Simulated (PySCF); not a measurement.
**Two-dimensional NMR puzzle**

Compound of formula C7H5N. Correlations simulated from computed shifts and the bond graph:

HSQC (one-bond C–H):
| δH | δC |
| --- | --- |
| 7.94 | 140.6 |
| 7.79 | 138.6 |
| 7.71 | 135.4 |

COSY cross peaks (H two or three bonds apart, from the bond graph; peaks can be absent where the dihedral angle is near 90°):
| δH | δH |
| --- | --- |
| 7.94 | 7.71 |
| 7.79 | 7.71 |

HMBC (two and three bonds, from the bond graph):
| δH | δC |
| --- | --- |
| 7.94 | 140.6, 138.6, 135.4, 125.3, 120.4 |
| 7.79 | 140.6, 135.4 |
| 7.71 | 140.6, 138.6, 135.4, 120.4 |

Carbons without hydrogens: δ 125.3, 120.4.

Non-relativistic Hamiltonian, in vacuum, fast rotation and ring inversion assumed for equivalent nuclei, one conformer. Shielding tensors at B97-2/pcSseg-2 (GIAO); PBE0-D3(BJ)/def2-TZVP structure; PySCF 2.14.

References, each an isolated molecule treated in the same way: 1H (σref 31.64), 13C (σref 185.38) vs TMS.

Exchangeable hydrogens are left out of these lists.

Problem. Assemble the structure.

Solution. SMILES N#Cc1ccccc1.

Structure with atom numbers: `[N:1]#[C:2][c:3]1[cH:4][cH:5][cH:6][cH:7][cH:8]1`. Hydrogens are named by the atom that carries them.

δC 140.6 is C4/C8, an aromatic CH (δH 7.94). δC 138.6 is C6, an aromatic CH (δH 7.79). δC 135.4 is C5/C7, an aromatic CH (δH 7.71). δC 125.3 is C2, a nitrile carbon. δC 120.4 is C3, a substituted aromatic carbon. HMBC from δH 7.94 reaches the proton-free carbons C2, C3. HMBC from δH 7.71 reaches the proton-free carbon C3. COSY links 7.94–7.71, 7.79–7.71.

The shifts were computed for this structure.

Shifts are as computed. Against solution values, carbons near 30 ppm lie about +3 ppm off and those near 130 ppm about +7 ppm. Of 1211 compounds with measured shifts, 218 miss one by over three times the rms of a fit or turn the order of signals round; such compounds aren't used in these exercises.
